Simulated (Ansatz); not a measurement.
**How far each method lies from UCCSDT(Q) for H2O⁺, doublet**

Geometry: a PBE0/def2-TZVP stationary point for this spin, not checked as a minimum.

```xyz
3

O     0.0000   -0.0646    0.0000
H     0.0000    0.5128   -0.8211
H     0.0000    0.5128    0.8211
```

Basis cc-pVTZ; Ansatz 0.2.0. Correlated methods freeze the noble-gas cores, which leaves 7 electrons in 57 orbitals. Prefix R: restricted or restricted open-shell reference; prefix U: unrestricted. Active spaces: valence = (7e, 6o) chosen from the atoms' valence shells.

Full CI isn't at hand for all of this; UCCSDT(Q) serves as the reference, and is uncertain by about the last step of the cluster series. The frozen core follows each run's orbitals, which can shift R against U totals by a few meV.

For open shells CISD is restricted-active-space CI with the open shells as a complete middle space.

* UHF ⟨S²⟩: 0.758
* T1 diagnostic (RCCSD): 0.0132
* largest doubles amplitude (RCCSD): 0.028
* T1 diagnostic (UCCSD): 0.0074

```json
{"level": "RHF", "E − E(UCCSDT(Q)) (kcal/mol)": "141.32", "share of correlation (%)": "0.00", "wall time": "–"}
{"level": "UHF", "E − E(UCCSDT(Q)) (kcal/mol)": "137.91", "share of correlation (%)": "2.41", "wall time": "–"}
{"level": "RMP2", "E − E(UCCSDT(Q)) (kcal/mol)": "12.95", "share of correlation (%)": "90.84", "wall time": "–"}
{"level": "UMP2", "E − E(UCCSDT(Q)) (kcal/mol)": "13.15", "share of correlation (%)": "90.70", "wall time": "–"}
{"level": "CISD", "E − E(UCCSDT(Q)) (kcal/mol)": "7.41", "share of correlation (%)": "94.76", "wall time": "1.6 s"}
{"level": "RCCSD", "E − E(UCCSDT(Q)) (kcal/mol)": "3.48", "share of correlation (%)": "97.54", "wall time": "–"}
{"level": "UCCSD", "E − E(UCCSDT(Q)) (kcal/mol)": "3.41", "share of correlation (%)": "97.58", "wall time": "–"}
{"level": "RCCSD(T)", "E − E(UCCSDT(Q)) (kcal/mol)": "0.32", "share of correlation (%)": "99.77", "wall time": "4 s"}
{"level": "UCCSD(T)", "E − E(UCCSDT(Q)) (kcal/mol)": "0.30", "share of correlation (%)": "99.79", "wall time": "4.3 s"}
{"level": "BCCD(T)", "E − E(UCCSDT(Q)) (kcal/mol)": "0.33", "share of correlation (%)": "99.77", "wall time": "1.8 s"}
{"level": "RCCSDT", "E − E(UCCSDT(Q)) (kcal/mol)": "0.14", "share of correlation (%)": "99.90", "wall time": "–"}
{"level": "UCCSDT", "E − E(UCCSDT(Q)) (kcal/mol)": "0.10", "share of correlation (%)": "99.93", "wall time": "–"}
{"level": "RCCSDT(Q)", "E − E(UCCSDT(Q)) (kcal/mol)": "0.04", "share of correlation (%)": "99.97", "wall time": "40 s"}
{"level": "CASSCF (valence space)", "E − E(UCCSDT(Q)) (kcal/mol)": "106.23", "share of correlation (%)": "24.83", "wall time": "–"}
{"level": "NEVPT2 (valence space)", "E − E(UCCSDT(Q)) (kcal/mol)": "15.80", "share of correlation (%)": "88.82", "wall time": "0.6 s"}
{"level": "MRCISD (valence space)", "E − E(UCCSDT(Q)) (kcal/mol)": "4.05", "share of correlation (%)": "97.13", "wall time": "–"}
{"level": "MRCISD+Q (valence space)", "E − E(UCCSDT(Q)) (kcal/mol)": "0.56", "share of correlation (%)": "99.60", "wall time": "1.3 s"}
```

The correlation energy at UCCSDT(Q), counted from RHF, is -6.128 eV. That run took 36 s on 1 thread of Arm Neoverse V1, shared host.

Times hold each run's SCF and search for its determinant on a shared host, so for small cases they say little of a method's own cost; they ran on 1 thread of Arm Neoverse V1.

Natural occupations of CASSCF (valence space) about the gap: 1.999 1.979 1.977 1.000 0.022 0.022; effectively unpaired electrons, Σ n²(2−n)², 1.01.
